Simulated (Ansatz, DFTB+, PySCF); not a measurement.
Gas-phase reaction in SMILES: CS (CH4S) [methanethiol] + [H][H] (H2) -> C (CH4) + S (H2S)

Quantity: energy of full hydrogenation (electronic), in kcal/mol. Terms: non-relativistic; no spin-orbit coupling; LANL2DZ with its own core potentials from Na on; dispersion terms only where a functional's name holds one; 6-31G* and kin with 6d, 5d where marked; valence correlation only; 6-311+G** with 5d, 6d on Na to Ar in Ansatz (a program for electronic structure); SCC-DFTB with the Slater-Koster set that CP2K ships. CBS marks a two-point X^-3 extrapolation of the correlation energy; Hartree-Fock from the larger set. Ab initio and DFT and DFTB rows: single points at B3LYP-D3(BJ) geometries (Ansatz).

Coupled cluster (Ansatz) is a level with limits of its own, used here on species with T1 under 0.025 (0.045 for open shells) and stable references: CCSD(T)/CBS(cc-pV(T+d)Z,cc-pV(Q+d)Z).

Value to compare with, CCSD(T)/CBS(cc-pV(T+d)Z,cc-pV(Q+d)Z) (Ansatz): -19.5 kcal/mol.

| level | program | energy of full hydrogenation (electronic) (kcal/mol) | difference |
|---|---|---|---|
| SCC-DFTB | DFTB+ | -40.8 | -21.3 |
| HF/3-21G | Ansatz | -21.2 | -1.7 |
| HF/6-311+G** | Ansatz | -23.5 | -4.0 |
| PBE/6-311+G** | Ansatz | -19.6 | -0.1 |
| B3LYP/LANL2DZ | Ansatz | -19.4 | 0.1 |
| B3LYP/6-31G* | Ansatz | -18.8 | 0.7 |
| M06-2X/6-311+G** | PySCF | -18.5 | 1.0 |
| B3LYP/def2-TZVPD | Ansatz | -20.7 | -1.2 |
| wB97X-V/def2-TZVPD | Ansatz | -19.3 | 0.2 |
| B2PLYP-D3(BJ)/def2-TZVPD | Ansatz + dftd3 | -19.2 | 0.3 |

Among the 7 habitual levels, SCC-DFTB lies farthest from CCSD(T)/CBS(cc-pV(T+d)Z,cc-pV(Q+d)Z) (Ansatz) (-21.3 kcal/mol); 3 of 7 lie above it, and their mean absolute difference is 4.1 kcal/mol, the median 1.0. One case shows no general order.

The levels are drawn from those run, B3LYP/6-31G* more often than the rest, none by its result; runs whose electronic state is in doubt are left out.
